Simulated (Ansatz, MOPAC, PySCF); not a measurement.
Dissociation curve of CH₂O, SMILES C=O, singlet. The C1–O4 bond (C1 also carries H, H; O4 carries nothing else) is varied alone, starting from the PBE0/def2-TZVP optimised geometry.

Computed with: RKS-BP86/6-31G* = restricted BP86/6-31G*, spherical d run with PySCF 2.14.0; UHF/3-21G = unrestricted Hartree-Fock/3-21G run with PySCF 2.14.0; PM6, restricted, heats of formation (MOPAC); UCCSD(T) = CCSD(T) on UHF/cc-pVTZ, frozen core run with Ansatz (a program for electronic structure).

Energies relative to the lowest point of each curve near equilibrium, in eV; the last columns give the difference from UCCSD(T):

```
R / Å  RKS-BP86/6-31G*  UHF/3-21G     PM6  UCCSD(T)  RKS-BP86/6-31G* − UCCSD(T)  UHF/3-21G − UCCSD(T)  PM6 − UCCSD(T)
-----  ---------------  ---------  ------  --------  --------------------------  --------------------  --------------
0.97             4.550      4.464   3.771     4.141                       0.409                 0.323          -0.371
1.01             2.885      2.791   2.431     2.589                       0.295                 0.201          -0.158
1.09             0.893      0.807   0.755     0.757                       0.135                 0.050          -0.002
1.14             0.291      0.232   0.232     0.224                       0.067                 0.008           0.008
1.16             0.151      0.107   0.112     0.106                       0.045                 0.001           0.006
1.20             0.008      0.000   0.000     0.000                       0.008                 0.000           0.000
1.23             0.000      0.002   0.013     0.014                      -0.014                -0.012          -0.001
1.25             0.033      0.025   0.061     0.070                      -0.037                -0.045          -0.009
1.31             0.276      0.176   0.363     0.373                      -0.096                -0.197          -0.010
1.38             0.753      0.460   0.941     0.901                      -0.148                -0.441           0.040
1.50             1.817      1.089   2.269     2.026                      -0.208                -0.937           0.243
1.60             2.786      1.658   3.529     3.026                      -0.240                -1.368           0.504
1.79             4.556      2.539   5.952     4.754                      -0.198                -2.215           1.198
1.97             6.013      2.950   8.038     5.987                       0.026                -3.038           2.050
2.17             7.342          —   9.931     6.904                       0.437                     —           3.027
2.43             8.649          —  11.462     7.484                       1.165                     —           3.978
2.61             9.322          —  12.052     7.644                       1.678                     —           4.408
2.91            10.126          —  12.600     7.748                       2.379                     —           4.852
3.26            10.712          —  12.872     7.787                       2.926                     —           5.085
3.57            11.029          —  12.966     7.800                       3.228                     —           5.165
4.21            11.345          —  13.015     7.811                       3.534                     —           5.204
```

RKS-BP86/6-31G* is furthest from UCCSD(T) at 4.21 (3.534 eV, above); its mean absolute difference over the points is 0.823 eV.

UHF/3-21G is furthest from UCCSD(T) at 1.97 (-3.038 eV, below); its mean absolute difference over the points is 0.631 eV.

PM6 is furthest from UCCSD(T) at 4.21 (5.204 eV, above); its mean absolute difference over the points is 1.729 eV.

A dash means that the run gave no value there, or that the column was ended at a point which the program doubted or which failed a test of continuity chosen for this set; such a test can also cut sound points.

The restricted form behind RKS-BP86/6-31G*, PM6 keeps the bonding electrons paired and can't separate into open-shell fragments. The unrestricted determinant behind UHF/3-21G is spin-contaminated at 1.23 to 4.21 Å (<S²> up to 1.8, against 0.00 for a pure singlet). The unrestricted determinant behind UCCSD(T) is spin-contaminated at 1.25 to 4.21 Å (<S²> up to 2.0, against 0.00 for a pure singlet).
